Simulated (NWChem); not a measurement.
Molecule: nitrogen dioxide (NO2, doublet); SMILES [O]N=O

```xyz
3

O     -1.0929     0.0000    -0.1385
N      0.0000     0.0000     0.3140
O      1.0929     0.0000    -0.1385
```
Atoms are numbered in this order, from 1.

Program: NWChem. Spin-unrestricted. In the optimisation the excess spin sits in a1 (C2v, its own frame). Coordinates come from a PBE0/def2-SVP, spin-unrestricted optimisation. No stability test was run on the SCF state. Principal shifts from the free-electron g value, in parts per thousand; spin-orbit coupling by linear response on scalar ZORA.

Q: What does the run give for PBE0/x2c-SVPall, ZORA? Quantities: Δg1 (ppt); Δg2 (ppt); Δg3 (ppt); isotropic Δg (ppt).

A: 
| Item | Value |
|---|---|
| Δg1 (ppt) | -12.91 |
| Δg2 (ppt) | -0.51 |
| Δg3 (ppt) | 4.06 |
| isotropic Δg (ppt) | -3.12 |
